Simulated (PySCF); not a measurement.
Method: PBE-D3(BJ)/def2-TZVP // PBE0-D4/def2-TZVP run with PySCF 2.14.0. Gas-phase values, no solvent. 

Reference species (SMILES): `C(Cl)Cl` (neutral, multiplicity 1).

The dipole moment is 1.58 D and the HOMO–LUMO gap is 6.15 eV. The LUMO comes out as -1.09 eV.

After one change: the dipole moment decreases by 1.58 D; the HOMO–LUMO gap falls by 1.08 eV; the LUMO falls by 1.43 eV.

Which change was made? The new species is one of these.
A) `ClC(Cl)(Cl)Cl`
B) `CCl`
C) `C`
D) `ClC(Cl)Cl`

A, `ClC(Cl)(Cl)Cl`
